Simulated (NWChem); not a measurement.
**One shape, several levels: SiO2 (silicon dioxide molecule)**

Wanted: a comparison of 6 runs (HF/3-21G, HF/cc-pVTZ, PBE0/def2-SVP, SVWN5/cc-pVTZ, r2SCAN/cc-pVTZ, MP2/STO-3G) of SiO2 (silicon dioxide molecule). 

The calculation is run with NWChem 7.3.0.

## 1. Starting point

SiO2: 3 atoms, total charge 0, spin state singlet. SMILES: `O=[Si]=O`. Geometry: relaxed at PBE0-D4/def2-TZVP.

Bond lengths: O1–Si2 1.506 Å, Si2–O3 1.506 Å. Angles: O1–Si2–O3 180.0°.

## 2. Energy and forces at HF/3-21G (run 1)

Contents of mymol.nw:

```
start mymol
memory 2200 mb
charge 0

geometry noautosym nocenter noautoz
  O        0.697730       1.229600       0.518760
  Si      -0.000010       0.000000       0.000000
  O       -0.697730      -1.229610      -0.518760
end

basis spherical bse
  * library 3-21G
end

scf
  thresh 1e-08
  maxiter 80
  print medium
end

task scf gradient
```

Run with:

```bash
$ nwchem mymol.nw > mymol.out
```

Standard output:

```text
[...]
  functions       =    31
[...]
  wavefunction    = RHF
[...]
         Total SCF energy =   -436.218429931448
      One-electron energy =   -783.873689138199
      Two-electron energy =    257.698813742890
 Nuclear repulsion energy =     89.956445463861
        Time for solution =      0.8s
[...]
                         RHF ENERGY GRADIENTS
    atom               coordinates                        gradient
                 x          y          z           x          y          z
   1 O       1.318519   2.323607   0.980314   -0.022405  -0.039484  -0.016658
   2 Si     -0.000019   0.000000   0.000000   -0.000000  -0.000001  -0.000001
   3 O      -1.318519  -2.323626  -0.980314    0.022406   0.039486   0.016659
[...]
```

It took 1.6 s on 1 thread of Intel Xeon Platinum 8259CL at 2.50GHz (Skylake/Cascade Lake), shared host; peak memory 0.099 GiB.

## 3. Energy and forces at HF/cc-pVTZ (run 2)

Contents of run.py:

```python
from ase import Atoms
from ase.calculators.nwchem import NWChem

atoms = Atoms(['O', 'Si', 'O'], positions=[
    [0.697730, 1.229600, 0.518760],
    [-0.000010, 0.000000, -0.000000],
    [-0.697730, -1.229610, -0.518760],
])

calc = NWChem(
    label='sp',
    theory='scf',
    memory='2200 mb',
    basis='cc-pVTZ',
    basispar='spherical bse',
    scf={'nopen': '0', 'rhf': None, 'thresh': '1e-08', 'maxiter': '80'},
)
atoms.calc = calc

forces = atoms.get_forces()
print("Total energy (eV):", round(atoms.get_potential_energy(), 6))
print("forces (eV/A):")
for s, f in zip(atoms.symbols, forces):
    print(f"{s:2s} {f[0]:10.5f} {f[1]:10.5f} {f[2]:10.5f}")
print("dipole (e A):", atoms.get_dipole_moment().round(4))
```

Run with:

```bash
$ export ASE_NWCHEM_COMMAND="nwchem PREFIX.nwi > PREFIX.nwo"
$ python run.py
```

Standard output:

```text
Total energy (eV): -11938.155047
forces (eV/A):
O    -0.78557   -1.38433   -0.58405
Si    0.00010    0.00000    0.00000
O     0.78547    1.38433    0.58405
dipole (e A): [-0.  0. -0.]
```

The calculator wrote sp.nwi:

```
title "sp"

permanent_dir sp

scratch_dir sp

start sp

geometry units angstrom nocenter noautosym noautoz
  O  6.9772999999999996e-01 1.2296000000000000e+00 5.1876000000000000e-01
  Si -1.0000000000000001e-05 0.0000000000000000e+00 -0.0000000000000000e+00
  O  -6.9772999999999996e-01 -1.2296100000000001e+00 -5.1876000000000000e-01
end

memory 2200 mb

basis spherical bse noprint
   * library cc-pVTZ
end

scf
  nopen 0
  rhf
  thresh 1e-08
  maxiter 80
end

task scf gradient
```

sp.nwo:

```text
Northwest Computational Chemistry Package (NWChem) 7.3.0
             --------------------------------------------------------

           Job information
           ---------------

    nwchem branch   = 7.3.0
    use scalapack   = T
    input           = sp.nwi
    prefix          = sp.
    data base       = sp/sp.db
    status          = startup
    nproc           =        1

           Memory information
           ------------------

    heap     =     72089600 doubles =      550.0 Mbytes
    stack    =     72089597 doubles =      550.0 Mbytes
    global   =    144179200 doubles =     1100.0 Mbytes (distinct from heap & stack)
    total    =    288358397 doubles =     2200.0 Mbytes
    verify   = yes
    hardfail = no

           Directory information
           ---------------------

  0 permanent = sp
  0 scratch   = sp

                                NWChem Input Module
                                -------------------

                                        sp
                                        --

[... 102 lines left out ...]
 Convergence threshold     :          1.000E-08
[... 13 lines left out ...]
       Final RHF  results
[... 3 lines left out ...]
      One-electron energy =   -786.951455552219
[... 1 line left out ...]
 Nuclear repulsion energy =     89.956445463861
[... 33 lines left out ...]
                       ROHF Final Molecular Orbital Analysis
[... 187 lines left out ...]
     L   x y z        total         open         nuclear
     -   - - -        -----         ----         -------
     0   0 0 0     -0.000000      0.000000     30.000000

     1   1 0 0     -0.000027      0.000000     -0.000265
[... 8 lines of this table left out ...]
     2   0 0 2    -15.757399      0.000000     15.376257

                              NWChem Gradients Module
                              -----------------------

                                        sp

  wavefunction    =   RHF

                         RHF ENERGY GRADIENTS

    atom               coordinates                        gradient
                 x          y          z           x          y          z
   1 O       1.318519   2.323607   0.980314    0.015277   0.026921   0.011358
   2 Si     -0.000019   0.000000   0.000000   -0.000002  -0.000000  -0.000000
   3 O      -1.318519  -2.323626  -0.980314   -0.015275  -0.026921  -0.011358

                 ----------------------------------------
                 |  Time  |  1-e(secs)   |  2-e(secs)   |
                 ----------------------------------------
                 |  CPU   |       0.02   |      16.94   |
                 ----------------------------------------
                 |  WALL  |       0.02   |      16.94   |
                 ----------------------------------------

 Task  times  cpu:       85.2s     wall:       85.2s
 Total times  cpu:       85.2s     wall:       85.2s
```

Run time: 87 s. Hardware: 1 thread of Intel Xeon Platinum 8259CL at 2.50GHz (Skylake/Cascade Lake), shared host; peak memory 0.11 GiB.

## 4. Energy and forces at PBE0/def2-SVP (run 3)

Contents of run.py:

```python
from ase import Atoms
from ase.calculators.nwchem import NWChem

molecule = Atoms(['O', 'Si', 'O'], positions=[
    [0.697730, 1.229600, 0.518760],
    [-0.000010, 0.000000, -0.000000],
    [-0.697730, -1.229610, -0.518760],
])

calc = NWChem(
    label='sp',
    theory='dft',
    memory='2200 mb',
    basis='def2-SVP',
    basispar='spherical bse',
    dft={'xc': 'pbe0', 'mult': '1', 'grid': 'xfine', 'convergence': 'energy 1e-08', 'iterations': '100', 'mulliken': None},
)
molecule.calc = calc

forces = molecule.get_forces()
print(f"energy = {molecule.get_potential_energy():.6f} eV")
print("forces (eV/A):")
for s, f in zip(molecule.symbols, forces):
    print(f"{s:2s} {f[0]:10.5f} {f[1]:10.5f} {f[2]:10.5f}")
print("dipole (e A):", molecule.get_dipole_moment().round(4))
```

Run with:

```bash
$ export ASE_NWCHEM_COMMAND="nwchem PREFIX.nwi > PREFIX.nwo"
$ python run.py
```

Standard output:

```text
energy = -11957.614389 eV
forces (eV/A):
O     0.35558    0.62673    0.26441
Si    0.00005    0.00005    0.00000
O    -0.35569   -0.62673   -0.26441
dipole (e A): [-0.  0. -0.]
```

The calculator wrote sp.nwi:

```
title "sp"

permanent_dir sp

scratch_dir sp

start sp

geometry units angstrom nocenter noautosym noautoz
  O  6.9772999999999996e-01 1.2296000000000000e+00 5.1876000000000000e-01
  Si -1.0000000000000001e-05 0.0000000000000000e+00 -0.0000000000000000e+00
  O  -6.9772999999999996e-01 -1.2296100000000001e+00 -5.1876000000000000e-01
end

memory 2200 mb

basis spherical bse noprint
   * library def2-SVP
end

dft
  xc pbe0
  mult 1
  grid xfine
  convergence energy 1e-08
  iterations 100
  mulliken
end

task dft gradient
```

sp.nwo:

```text
Northwest Computational Chemistry Package (NWChem) 7.3.0
             --------------------------------------------------------

           Job information
           ---------------

    nwchem branch   = 7.3.0
    use scalapack   = T
    input           = sp.nwi
    prefix          = sp.
    data base       = sp/sp.db
    status          = startup
    nproc           =        1

           Memory information
           ------------------

    heap     =     72089598 doubles =      550.0 Mbytes
    stack    =     72089595 doubles =      550.0 Mbytes
    global   =    144179200 doubles =     1100.0 Mbytes (distinct from heap & stack)
    total    =    288358393 doubles =     2200.0 Mbytes
    verify   = yes
    hardfail = no

           Directory information
           ---------------------

  0 permanent = sp
  0 scratch   = sp

                                NWChem Input Module
                                -------------------

                                        sp
                                        --

[... 73 lines left out ...]
  convergence criterion.
[... 17 lines left out ...]
          Convergence on gradient requested:  5.00D-04
[... 24 lines left out ...]
          Convergence aids based upon iterative change in
[... 28 lines left out ...]
 1-e energy   =    -785.109486
[... 39 lines left out ...]
         Total DFT energy =     -439.434227217706
[... 2 lines left out ...]
    Exchange-Corr. energy =      -37.826878748082
[... 392 lines left out ...]
          Convergence on energy requested:  1.00D-08
[... 22 lines left out ...]
          Spatial weights used:  Erf1
[... 4 lines left out ...]
          total energy or number of iterations.
[... 18 lines left out ...]
                            NWChem DFT Gradient Module
                            --------------------------

                                        sp

  charge          =   0.00
  wavefunction    = closed shell

                         DFT ENERGY GRADIENTS

    atom               coordinates                        gradient
                 x          y          z           x          y          z
   1 O       1.318519   2.323607   0.980314   -0.006915  -0.012188  -0.005142
   2 Si     -0.000019   0.000000   0.000000   -0.000001  -0.000001  -0.000000
   3 O      -1.318519  -2.323626  -0.980314    0.006917   0.012188   0.005142

                 ----------------------------------------
                 |  Time  |  1-e(secs)   |  2-e(secs)   |
                 ----------------------------------------
                 |  CPU   |       0.00   |       0.60   |
                 ----------------------------------------
                 |  WALL  |       0.00   |       0.60   |
                 ----------------------------------------

 Task  times  cpu:        8.9s     wall:        8.9s
 Total times  cpu:        9.0s     wall:        9.0s
```

Run time: 11 s. Hardware: 1 thread of Intel Xeon Platinum 8259CL at 2.50GHz (Skylake/Cascade Lake), shared host; peak memory 0.12 GiB.

Runs 4 to 5 aren't shown in full; the table further down has their settings and results.

## 5. Energy and gradient at MP2/STO-3G (run 6)

Contents of geom.nw:

```
START geom
TITLE "O2Si"
memory total 2200 mb

GEOMETRY units angstroms noautosym nocenter noautoz
   O     0.697730    1.229600    0.518760
   Si   -0.000010    0.000000    0.000000
   O    -0.697730   -1.229610   -0.518760
END

BASIS spherical bse
   * library STO-3G
END

SCF
   thresh 1e-08
   maxiter 80
   noprint "final vectors analysis"
END

MP2
   freeze core 7
   tight
END

TASK mp2 gradient
```

Run with:

```bash
$ nwchem geom.nw > geom.out
```

Standard output:

```text
[...]
  functions       =    19
[...]
  wavefunction    = RHF
[...]
         Total SCF energy =   -433.136469685319
      One-electron energy =   -784.312700243900
      Two-electron energy =    261.219785094720
 Nuclear repulsion energy =     89.956445463861
        Time for solution =      0.7s
[...]
          Total MP2 energy          -433.343665729479
[...]
                         mp2 ENERGY GRADIENTS
    atom               coordinates                        gradient
                 x          y          z           x          y          z
   1 O       1.318519   2.323607   0.980314   -0.034875  -0.061459  -0.025929
   2 Si     -0.000019   0.000000   0.000000   -0.000000  -0.000002  -0.000001
   3 O      -1.318519  -2.323626  -0.980314    0.034875   0.061461   0.025930
[...]
```

It took 1.9 s on 1 thread of Intel Xeon Platinum 8259CL at 2.50GHz (Skylake/Cascade Lake), shared host; peak memory 0.1 GiB.

## 6. All runs side by side

| run | level | iteration cap | module | energy (Eh) | dipole moment (D) | HOMO energy (eV) | LUMO energy (eV) | wall time |
| --- | --- | --- | --- | --- | --- | --- | --- | --- |
| 1 | HF/3-21G | 80 | scf | -436.218430 | 0.00 | -12.55 | 0.70 | 1.6 s |
| 2 | HF/cc-pVTZ | 80 | scf | -438.719110 | 0.00 | -13.79 | 0.20 | 87 s |
| 3 | PBE0/def2-SVP | 100 | dft | -439.434227 | 0.00 | -9.62 | -3.08 | 11 s |
| 4 | SVWN5/cc-pVTZ | 100 | dft | -437.819577 | 0.00 | -8.50 | -4.49 | 51 s |
| 5 | r2SCAN/cc-pVTZ | 100 | dft | -439.921959 | 0.00 | – | – | 55 s |
| 6 | MP2/STO-3G | 80 | mp2 | -433.343666 | 0.00 | – | – | 1.9 s |

## 7. What came out

| quantity | value |
| --- | --- |
| run 6: total energy | -433.34367 Eh |
| run 6: dipole moment (of the density that the program reports) | 0.00 D |
| run 6: correlation energy (7 core orbitals frozen) | -207.2 mEh |
| run 6: largest force on an atom | 3.871 eV/Å |

In words: Over runs 1, 2, 3, 4 the HOMO–LUMO gap runs from 4.01 eV (SVWN5/cc-pVTZ) to 14.00 eV (HF/cc-pVTZ). Exact exchange widens orbital gaps. Totals of different functionals can't be ranked against each other. In run 6 the basis is minimal, so the values are rough. All runs together took 3.4 min, the longest 87 s.
